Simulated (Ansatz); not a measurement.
What a trial cell of LiGa₂ relaxes into

The calculation used DFT PBE, scalar-relativistic, plane waves, PAW (Ansatz). Cutoff 420 eV, Γ-centred k mesh, Gaussian smearing, no spin polarisation in the final step.

The start puts LiGa₂ on the rutile structure type (P4_2/mnm, No. 136), with Li in place of Ti, Ga in place of O, at a guessed volume.

```xyz
6
Lattice="5.7211 0.0000 0.0000 0.0000 5.7211 0.0000 0.0000 0.0000 3.6850" Properties=species:S:1:pos:R:3 pbc="T T T"
Li    0.0000    0.0000    0.0000
Li    2.8605    2.8605    1.8425
Ga    1.7506    1.7506    0.0000
Ga    1.1099    4.6112    1.8425
Ga    3.9704    3.9704    0.0000
Ga    4.6112    1.1099    1.8425
```

Cell and atoms relax at zero pressure; the relaxation can't lower the symmetry of the start.

The zero of energy is the elements' standard structures at the same level; no fitted shifts are applied.

Question: Describe the relaxed structure.

Answer: It keeps P4_2/mnm (No. 136), but not the shape of the type it started on. Conventional cell: a = 5.209 Å, c = 4.678 Å. Li is coordinated by 2 Ga at 2.41 Å and 4 Ga at 2.66 Å; around Ga lie 1 Li at 2.41 Å, 1 Ga at 2.55 Å and 2 Li at 2.66 Å.

```xyz
6
Lattice="5.2087 0.0000 0.0000 0.0000 5.2087 0.0000 0.0000 0.0000 4.6785" Properties=species:S:1:pos:R:3 pbc="T T T"
Li    0.0000    0.0000    0.0000
Li    2.6043    2.6043    2.3392
Ga    1.7019    1.7019    0.0000
Ga    0.9024    4.3063    2.3392
Ga    3.5068    3.5068    0.0000
Ga    4.3063    0.9024    2.3392
```

Question: What are its volume, energy, density and gap?

Answer: The volume per atom is 21.15 Å³. The density is 3.83 g/cm³. The energy over the elements is 0.19 eV/atom and the gap on the 8×8×10 mesh is 0 eV (a metal).

The final run used a 8×8×10 mesh on its 6-atom cell and 0.10 eV smearing. For metals, differences of a few meV/atom aren't resolved. A structure relaxed within its symmetry needn't be a true minimum.

Cost: 2 runs of about 7.5 core-minutes in all, on Intel Xeon Platinum 8259CL (Skylake/Cascade Lake) (shared hosts).